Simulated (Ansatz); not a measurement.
`OC1(O)C=N1` + CH₃NH₂ → `CNC1(O)C=N1` + H₂O  (substitution at a C–O bond)

Program: Ansatz. Geometries: PBE0-D4/def2-TZVP. ΔE: electronic, gas phase. CCSD(T)/CBS is the MP2 limit (def2-TZVPP, def2-QZVPP) plus CCSD(T) − MP2 in def2-TZVPP, frozen cores. This one scheme is used for every species. DFT in def2-TZVPP. B3LYP here is the variant with VWN-RPA as its local correlation; programs differ in this. Each species was taken in one conformer, which may not be the lowest.

CCSD(T)/CBS gives -0.19 eV.

**Question.** Another level gave -0.10 eV. Which?
A. MP2/def2-TZVPP
B. SCS-MP2/def2-TZVPP
C. r2SCAN-D4/def2-TZVPP
D. B3LYP/def2-TZVPP

**Answer.** C. r2SCAN-D4 -0.10, B3LYP -0.04, MP2/def2-TZVPP -0.22, SCS-MP2/def2-TZVPP -0.17 eV.

Largest T1 diagnostic among the species: 0.012.

In def2-TZVPP, CCSD(T) changes the Hartree–Fock value by −0.16 eV (the triples alone add −0.02 eV) and MP2 by −0.22 eV. The D4 term adds −0.08 eV with B3LYP and −0.05 eV with PBE0; it sums over pairs of atoms, weighted by their polarisabilities, and B3LYP, whose exchange is more repulsive, gets the larger term.
